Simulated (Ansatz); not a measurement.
# C2H4Na: the cost of one run

All numbers below are computed with Ansatz 0.2.0 (RKS BHLYP-D4/6-31G*).

**1. The system as given**

Bond lengths: C1–C2 1.427 Å, C2–Na3 2.493 Å, C1–H4 1.086 Å, C1–H5 1.103 Å, C1–H6 1.104 Å, C2–H7 1.097 Å. Angles: C1–C2–Na3 129.6°, C1–C2–H7 109.0°, Na3–C2–H7 121.3°, C2–C1–H4 116.0°, C2–C1–H5 108.9°, C2–C1–H6 108.4°, H4–C1–H5 111.3°, H4–C1–H6 111.2°, H5–C1–H6 99.9°.

Coordinates:

```xyz
7

C    -0.6569    0.2376   -0.1996
C     0.6816   -0.0598    0.1946
Na    1.7612   -2.2671    0.6179
H    -1.3123   -0.6163   -0.3432
H    -0.6306    0.8780   -1.0977
H    -1.0834    0.9495    0.5277
H     1.2404    0.8781    0.3002
```

**2. End point A**

input.yaml reads:

```yaml
crystal:
  periodic: [false, false, false]
  atoms:
    - { symbol: C, position_ang: [-0.65688, 0.23761, -0.19958] }
    - { symbol: C, position_ang: [0.68159, -0.05981, 0.19461] }
    - { symbol: Na, position_ang: [1.76116, -2.26711, 0.61794] }
    - { symbol: H, position_ang: [-1.31231, -0.61634, -0.34317] }
    - { symbol: H, position_ang: [-0.63057, 0.87803, -1.09773] }
    - { symbol: H, position_ang: [-1.08339, 0.94953, 0.52773] }
    - { symbol: H, position_ang: [1.24041, 0.87809, 0.3002] }
total_charge: 1
basis:
  gaussian: { orbitals: "6-31G*" }
hamiltonian:
  xc: { name: BHLYP }
  dispersion: d4
relax:
  f_tol: 0.02
  max_steps: 50
output:
  orbitals: {}
```

The run is started by

```console
> ansatz run input.yaml --threads 1 --pin off --max-ram 2048MiB --backend cpu --events-out ev --progress --plain --runs-dir out
```

Q: Estimate wall time and peak memory on 1 thread of Arm Neoverse N1, shared host.

About 46 s, with a peak of 0.11 GiB.
